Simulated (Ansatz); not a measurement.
## SiC, triplet: the ladder up to full CI

Geometry: that of the SiC, singlet, kept fixed.

```yaml
atoms:
  - { symbol: Si, position_ang: [0.0000, 0.0000, 0.0000] }
  - { symbol: C, position_ang: [0.0000, 0.0000, 1.6358] }
```

Basis cc-pVDZ; Ansatz 0.2.0. Only valence electrons are correlated (noble-gas cores frozen), which leaves 8 electrons in 26 orbitals. R marks a restricted (for open shells ROHF) determinant, U an unrestricted one. Active spaces: valence = (8e, 8o) chosen from the atoms' valence shells.

Full CI is exact within this basis and frozen core; it isn't the basis-set limit. The frozen core follows each run's orbitals, which can shift R against U totals by a few meV.

Unrestricted rows (U) aren't spin-pure: their determinants' ⟨S²⟩ exceeds S(S+1) by up to 0.39, so they mix in states of higher spin. For open shells CISD and CISDTQ are restricted-active-space CI with the open shells as a complete middle space.

```
UHF ⟨S²⟩                          : 2.391
T1 diagnostic (RCCSD)             : 0.0530
largest doubles amplitude (RCCSD) : 0.123
T1 diagnostic (UCCSD)             : 0.0807
```

| level | E − E(RHF) (eV) |
| --- | --- |
| UHF | -0.4086 |
| RMP2 | -4.3433 |
| UMP2 | -4.0522 |
| RCCSD | -5.2236 |
| UCCSD | -5.2265 |
| RCCSD(T) | -5.4808 |
| UCCSD(T) | -5.4589 |

Estimate how far full CI in cc-pVDZ lies from RCCSD(T). The table doesn't fix it; the size of (T) and the diagnostics are the guide.

Full CI in cc-pVDZ lies 7.3 kJ/mol below RCCSD(T), which is 29 % of the (T) step (-24.8 kJ/mol). T1 is raised, a doubles amplitude is large, and the rest is a large part of (T). The miss exceeds 1 kcal/mol.

The other levels:

```csv
level,E − E(full CI) (kJ/mol),share of correlation (%),wall time
CISD,65.8,87.72,1.1 s
BCCD(T),7.4,98.62,2.2 s
RCCSDT,2.6,99.51,–
UCCSDT,2.6,99.52,–
CISDTQ,2.6,99.52,2.6 s (H100)
RCCSDT(Q),0.2,99.96,7.5 s
UCCSDT(Q),0.1,99.98,7 s
RCCSDTQ,0.2,99.96,12 s (H100)
UCCSDTQ,0.2,99.96,14 s (H100)
CASSCF (valence space),308.1,42.52,–
NEVPT2 (valence space),70.8,86.79,2.6 s
MRCISD (valence space),19.4,96.38,–
MRCISD+Q (valence space),1.3,99.76,3.3 s
```

The correlation energy at full CI, counted from RHF, is -5.556 eV. That run took 7 s on 2 threads of AMD EPYC 7R13 with a shared H100 80 GB, shared host over 55,874,896 determinants.

Times hold each run's SCF and search for its determinant on a shared host, so for small cases they say little of a method's own cost; rows without a card ran on 1 thread of AMD EPYC 7R13.

The full-CI state has the irrep B2 of C2v, in the program's axes (one component, if the state is degenerate).

Natural occupations of full CI about the gap: 1.959 1.891 1.866 1.007 0.971 0.119 0.064 0.030 0.011 0.010; effectively unpaired electrons, Σ n²(2−n)², 2.18.
